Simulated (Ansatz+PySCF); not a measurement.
## singlet N2: levels of theory in one basis

```xyz
2

N     0.0000    0.0000   -0.8233
N     0.0000    0.0000    0.8233
```

Basis set: cc-pVDZ (spherical functions). Left uncorrelated: 2 orbitals. Charge 0, multiplicity 1.

Computed with Ansatz (development build ahead of 0.2.0); each method stands on the lowest determinant of its kind that the runs found. NEVPT2 correlates all electrons. Active spaces start from the frontier orbitals, and the lowest solution found is given.

| method | E − E(RHF) (eV) | <S²> of the determinant |
| --- | --- | --- |
| RHF | 0.00 | 0.00 |
| UHF | -5.17 | 2.07 |
| RHF-MP2 | -8.54 | – |
| RHF-CCSD(T) | -14.13 | – |
| CASSCF(10,8) | -7.80 | – |
| CASSCF(2,2) | -1.96 | – |
| SC-NEVPT2(10,8) | -12.06 | – |

**Question.** What does SC-NEVPT2(2,2) give on the same scale?

**Answer.** -12.15 eV. NEVPT2 here correlates all electrons, so it doesn't share the others' frozen core.

**Question.** Is a single determinant a sound starting point here?

**Answer.** It is doubtful. Unrestricted orbitals lower Hartree–Fock by 5.17 eV and <S²> is 2.07 where a pure state has 0.00, a sign of strong static correlation. The CASSCF(10,8) natural occupations are 1.99, 1.99, 1.90, 1.71, 1.71, 0.29, 0.29, 0.11. The CASSCF(2,2) natural occupations are 1.58, 0.42.

Caution for RHF, RHF-MP2, RHF-CCSD(T): an unrestricted determinant lies well below. Caution for RHF, UHF, RHF-MP2, RHF-CCSD(T): the determinant breaks the point group. Caution for UHF: the unrestricted determinant is a mixture of spin states. Caution for RHF-MP2, RHF-CCSD(T): large amplitudes, a single reference is doubtful. Caution for RHF-MP2: another reference gives a lower total.
